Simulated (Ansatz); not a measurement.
Molecule: C$_{4}$H$_{3}$N$_{2}$, charge 0, multiplicity 2. It need not be the lowest isomer of its formula. 
Geometry from a B3LYP-D3(BJ)/def2-TZVP (Ansatz, a quantum-chemistry and plane-wave program) optimisation:
```
C
N 1 1.3348
C 2 1.3294 1 118.13
H 3 1.0814 2 118.28 1 180.00
H 1 1.0837 2 117.14 3 180.00
C 1 1.3871 5 120.82 2 180.00
N 6 1.3422 1 118.89 5 180.00
C 7 1.2781 6 118.64 1 0.00
H 6 1.0827 7 118.59 8 180.00
```
Charge 0, spin multiplicity 2.

Parts of the frozen-core correlation energy in cc-pwCVTZ (Ansatz, hartree). Frozen orbitals: 6; correlated occupied orbitals by spin: 15 and 14; virtual: 279 and 280. UHF or UKS for open shells. Spin-orbit coupling is left out. No relativistic terms.

```csv
term,value
reference (HF),-262.13227
MP2 opposite-spin,?
MP2 same-spin,?
CCSD correlation,?
(T),-0.05777
T1 diagnostic,0.052
largest doubles amplitude,0.076
<S^2> of the reference,1.378
```

**Question.** Complete the blanks.

**Answer.** 
- MP2 opposite-spin, value: -0.69393
- MP2 same-spin, value: -0.24857
- CCSD correlation, value: -0.99572
